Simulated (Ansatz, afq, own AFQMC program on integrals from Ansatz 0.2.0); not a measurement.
Where AFQMC and coupled cluster stand for AlH, triplet

```xyz
2

Al    0.0000    0.0000    0.0000
H     0.0000    0.0000    1.6045
```

Basis cc-pVTZ. Noble-gas cores (and the filled d shells of Ga–Kr and In–Xe) are frozen. AFQMC by an in-house program on the Cholesky factors that Ansatz 0.2.0 writes for its CCSD(T) run. ph-AFQMC/CISD is guided by a CISD state made of CCSD amplitudes; releasing the constraint for a short imaginary time cuts its bias at the price of noise, slowly where states lie close. ± is one standard error of the sampling.

Determinant: UHF, the one that the program's search chose, which needn't be the lowest solution. The geometry is a point of a scan.

Full CI on the same integrals is exact in this basis and with this determinant's frozen core.

Cautions: lower spins were not checked; the released energies have errors that jump between times, so the bars are unsure, so no released level is given (meV from the phaseless value at times in 1/Eh: -0.8 ± 0.4 at 0.24, -110 ± 107 at 0.51, -6.2 ± 2.5 at 0.99, 4 ± 8 at 1.62, -6.8 ± 1.7 at 2.40), though the last usable value meets full CI within the noise.

- T1 diagnostic: 0.0275
- weight of the determinant in the CISD state: 0.945
- ⟨S²⟩ of the determinant: 2.008
- size of the correlated space: 4 electrons in 43 orbitals

```tsv
level	correlation energy (eV)
MP2	-1.1406
CCSD	-1.5296
CCSD(T)	-1.5688
```

Problem. Estimate where full CI lies against CCSD(T) on the same integrals.

Solution. 1.6 kJ/mol below CCSD(T).

Reference: full CI, correlation energy -1.585 eV.

```
        level  E − E(reference) (kJ/mol)  share of correlation (%)
      CCSD(T)                        1.6                     98.98
        CCSDT                        0.1                     99.95
     CCSDT(Q)                        0.0                     99.99
  ph-AFQMC/HF                  1.6 ± 0.8                     98.97
ph-AFQMC/CISD                 0.6 ± 0.08                     99.62
```

CCSDT and higher add their correlation energy to the determinant of the CCSD(T) run, since their own runs factorise the integrals more tightly (a shift of under 2 meV). A walk keeps the symmetry of its determinant, which the program's search chose and which needn't be the lowest solution, so a lower state of the same spin and another symmetry isn't excluded.
